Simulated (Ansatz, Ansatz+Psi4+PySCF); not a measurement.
```xyz
2

C     0.0000    0.0000   -0.5597
F     0.0000    0.0000    0.5597
```

Basis set: cc-pVTZ (spherical functions). Frozen core: 2 orbitals. Correlation on ROHF uses semicanonical orbitals with singles. Charge 0, multiplicity 2.

Computed with Ansatz (development build ahead of 0.2.0); the reference of a correlated method needn't be the lowest determinant of its kind.

(1) Give the atomization energy at this shape (free ground-state atoms in the same class of orbitals less the molecule, no zero-point energy) of doublet CF by UHF-BCCD(T), ROHF-CCSD(T).

Answers

(1)

```
      method  atomization energy
 UHF-BCCD(T)             4.66 eV
ROHF-CCSD(T)             4.66 eV
```

Caution: the reference determinant was not shown to be the lowest; the shape is not the minimum.
